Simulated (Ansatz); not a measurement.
**NS+ (singlet): from Hartree-Fock to the top rungs at distance N1–S2 = 1.158 Å, 6-31G**

How much of the correlation energy of NS+ (singlet) does each wave-function method recover here?

The runs use Ansatz 0.2.0, Gaussian basis; 6-31G, core rule «outside noble gas», up to 6 orbitals frozen.

The runs, in order: UHF; CCSD(T) on RHF; BCCD(T) on RHF; CISD; CCSDT(Q) on RHF; CISDTQ; CCSDTQ on RHF; CASSCF and MRCISD+Q, 2 electrons in 2 orbitals; CASSCF and NEVPT2, 2 electrons in 2 orbitals; CASSCF and MRCISD+Q, 10 electrons in 8 orbitals; CASSCF and NEVPT2, 10 electrons in 8 orbitals; Full CI.

37 further runs of the same task are left out: 8 for a known fault of the program, 28 that didn't finish, 1 set aside as unsound or not needed. Runs told in other sessions of the task aren't counted.

## 1. The geometry

The geometry derives from a PBE0/def2-TZVP stationary point (not a proven minimum). One bond is set to the value named and the two fragments are kept rigid.

2 atoms, charge 1, spin multiplicity 1.

Atoms are counted from 1 here; the program's logs count them from 0.

Bond lengths: N1–S2 1.158 Å.

## 2. UHF

Contents of in.yaml:

```yaml
crystal:
  periodic: [false, false, false]
  atoms:
    - {symbol: N, position_ang: [0.000000, 0.000000, 0.000000]}
    - {symbol: S, position_ang: [0.000000, 0.000000, 1.158000]}
basis:
  gaussian: {orbitals: 6-31G}
total_charge: 1
magnetization: {spin_polarized: true, initial_magnetization: 0}
hamiltonian: {xc: hf}
output: {orbitals: {seedname: orbitals}}
```

The run is started by

```bash
> ansatz run in.yaml --threads 1 --pin off --events-out ev --progress --plain --max-ram 2393MiB
```

The runs that follow: CCSD(T) on RHF; BCCD(T) on RHF; CISD; CCSDT(Q) on RHF; CISDTQ; CCSDTQ on RHF; CASSCF and MRCISD+Q, 2 electrons in 2 orbitals; CASSCF and NEVPT2, 2 electrons in 2 orbitals; CASSCF and MRCISD+Q, 10 electrons in 8 orbitals; CASSCF and NEVPT2, 10 electrons in 8 orbitals; Full CI.

Q: Predict the results of all the runs planned. Wanted: FCI from the RHF energy; RMP2 from FCI; RCCSD from FCI; RCCSD(T) from FCI; RCCSDT(Q) from FCI; NEVPT2 pair from FCI; MRCISD+Q pair from FCI; NEVPT2 valence from FCI; T1 diagnostic.

The runs gave:

| quantity | value |
| --- | --- |
| FCI from the RHF energy | -4.7334 eV |
| RMP2 from FCI | +83.9 meV |
| RCCSD from FCI | +147.5 meV |
| RCCSD(T) from FCI | +37.5 meV |
| RCCSDT(Q) from FCI | -0.7 meV |
| NEVPT2 pair from FCI | +159.4 meV |
| MRCISD+Q pair from FCI | +115.2 meV |
| NEVPT2 valence from FCI | +315.8 meV |
| levels within 1 kcal/mol (43 meV) | RCCSD(T), BCCD(T), RCCSDT, CISDTQ, RCCSDT(Q), RCCSDTQ, MRCISD valence, MRCISD+Q valence |
| T1 diagnostic | 0.010 |
| effectively unpaired electrons | 0.06 |

**Reading.** RCCSD(T) lands +37.5 meV from the yardstick (0.8 % of the correlation energy). One determinant dominates. Of the multireference levels listed MRCISD+Q valence comes nearest in total energy (+14.2 meV), which doesn't show that its space is the better one. These misses are within one basis, not against nature.
